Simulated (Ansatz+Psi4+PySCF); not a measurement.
## doublet N₂H₃: levels of theory in one basis

```yaml
atoms:
  - { symbol: N, position_ang: [-0.0116, 0.7105, -0.0916] }
  - { symbol: N, position_ang: [-0.0060, -0.7036, -0.0891] }
  - { symbol: H, position_ang: [-0.9365, 0.9920, -0.2944] }
  - { symbol: H, position_ang: [-0.2031, -1.0832, 0.8635] }
  - { symbol: H, position_ang: [0.9635, -0.9933, -0.2988] }
```

Basis set: cc-pVTZ (spherical functions). Frozen core: 2 orbitals. Correlation on ROHF uses semicanonical orbitals with singles. Charge 0, multiplicity 2.

Computed with Ansatz (development build ahead of 0.2.0) and Psi4 1.11; each method stands on the lowest determinant of its kind that the runs found.

```
  method  E − E(ROHF) (eV)  <S²> of the determinant
    ROHF              0.00                     0.75
     UHF             -0.15                     0.76
ROHF-MP2            -10.90                        –
 UHF-MP2            -10.88                     0.76
```
